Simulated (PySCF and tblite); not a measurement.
The numbers below are computed, except where a source is named.
C₃H₆F₂, numbered as in [F:1][CH2:2][CH2:3][CH2:4][F:5].

Search: ETKDG and KDG, MMFF94s, GFN2-xTB, 90 starts; geometries at PBE0-D3(BJ)/def2-SVP. Free energies are B3LYP-D3(BJ)/def2-SVP (IEF-PCM, chloroform) single points with GFN2-xTB rigid-rotor and vibrational terms (modes under about 50 cm⁻¹ blended into free rotors). Symmetry numbers and mirror images are counted. Conformers within 2.5 kcal/mol (GFN2-xTB free energy) were kept, 4 at most. Codes: tblite and PySCF.

Rotational constants are equilibrium values for the commonest isotopes; dipoles come from the energy level named and are polarised by its solvent model.

Torsions listed: F1–C2–C3–C4, C2–C3–C4–F5. Of a mirror pair one member is shown.

```tsv
conformer	shape	symmetry
1	-62°, -64°	C2 (pair)
2	180°, 61°	C1 (pair)
3	180°, 180°	C2v
```

(1) Give the rotational constants and dipole components.

(2) Which type of transition is strongest for conformer 1?

## Answers

(1) 
```tsv
conformer	A (MHz)	B (MHz)	C (MHz)	abs μa (D)	abs μb (D)	abs μc (D)	κ	Ic−Ia−Ib (u Å²)
1	9280	2968	2775	0.03	2.22	0.03	-0.94	-42.7
2	13765	2362	2176	1.05	1.54	1.03	-0.97	-18.4
3	21811	1933	1837	0.00	2.00	0.01	-0.99	-9.6
```

(2) b-type, since that component is clearly the largest; the top is near-prolate.
